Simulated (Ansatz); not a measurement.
# CHOSi (doublet): from Hartree-Fock to the top rungs at a displaced geometry (v2), cc-pVDZ

An exercise on one series of results from a longer session: the logs are not shown, and one member is left open.

Program: Ansatz 0.2.0, Gaussian basis. Level of theory: cc-pVDZ, core rule «outside noble gas», up to 7 orbitals frozen. These are calculated values, not measurements.

The runs, in order: UHF; CCSD(T) on ROHF; CCSD(T) on UHF; BCCD(T) on ROHF; CISD as a restricted active space (open shells left free, so some higher excitations enter); CCSDT(Q) on ROHF; CCSDT(Q) on UHF; CASSCF and MRCISD+Q, 9 electrons in 9 orbitals; CASSCF and NEVPT2, 9 electrons in 9 orbitals.

23 further runs of the same task are left out: 11 that didn't finish, 12 set aside as unsound or not needed. Runs told in other sessions of the task aren't counted.

## What is computed

The geometry is a PBE0/def2-TZVP stationary point (not a proven minimum) with its atoms shifted at random (size 0.100 Å).

4 atoms, charge 0, spin multiplicity 2.

Atoms are counted from 1 here; the program's logs count them from 0.

Bond lengths: C1–O2 1.128 Å, Si3–H4 1.479 Å.

The first run:

Contents of in.yaml:

```yaml
crystal:
  periodic: [false, false, false]
  atoms:
    - {symbol: C, position_ang: [0.089692, -0.013137, 2.149522]}
    - {symbol: O, position_ang: [-0.075182, 0.084038, 1.037545]}
    - {symbol: Si, position_ang: [0.001438, -0.091478, -1.464963]}
    - {symbol: H, position_ang: [0.084547, 1.371550, -1.263116]}
basis:
  gaussian: {orbitals: cc-pVDZ}
magnetization: {spin_polarized: true, initial_magnetization: 1}
hamiltonian: {xc: hf}
output: {orbitals: {seedname: orbitals}}
```

Command:

```sh
$ ansatz run in.yaml --threads 1 --pin off --events-out ev --progress --plain --max-ram 2393MiB
```

Steps of the session up to this table: UHF; CCSD(T) on ROHF; CCSD(T) on UHF; BCCD(T) on ROHF; CISD as a restricted active space (open shells left free, so some higher excitations enter); CCSDT(Q) on ROHF; CCSDT(Q) on UHF; CASSCF and MRCISD+Q, 9 electrons in 9 orbitals; CASSCF and NEVPT2, 9 electrons in 9 orbitals.

One of the session's tables, all rows but one given; the rest of the session is left out.

| method | from UCCSDT(Q) (meV) |
| --- | --- |
| ROHF | +10999.3 |
| UHF | +10881.3 |
| RMP2 | +1235.4 |
| UMP2 | +1249.9 |
| CISD | +1573.0 |
| RCCSD | ? |
| UCCSD | +408.4 |
| RCCSD(T) | +57.9 |
| UCCSD(T) | +57.5 |
| BCCD(T) | +54.7 |
| RCCSDT | +32.0 |
| UCCSDT | +31.8 |
| RCCSDT(Q) | +4.6 |
| UCCSDT(Q) | 0 |
| CASSCF frontier | +6927.9 |
| MRCISD frontier | +716.7 |
| MRCISD+Q frontier | +65.5 |

Q: Estimate the row for RCCSD from the others.

**Answer.** from UCCSDT(Q) (meV): +411.7. In the column «from UCCSDT(Q) (meV)» it lies between UCCSD (+408.4) and MRCISD frontier (+716.7).

Not comparable, so not listed: CASSCF and NEVPT2, 9 electrons in 9 orbitals (they don't share determinant, frozen orbitals or solution with the rows shown, or repeat one).

Caveats from the session: Restricted and unrestricted rows rest on different reference determinants; a gap between their highest levels can come from leftover correlation error, from unlike frozen cores or from another state. Warnings in the runs' records: passed over end.
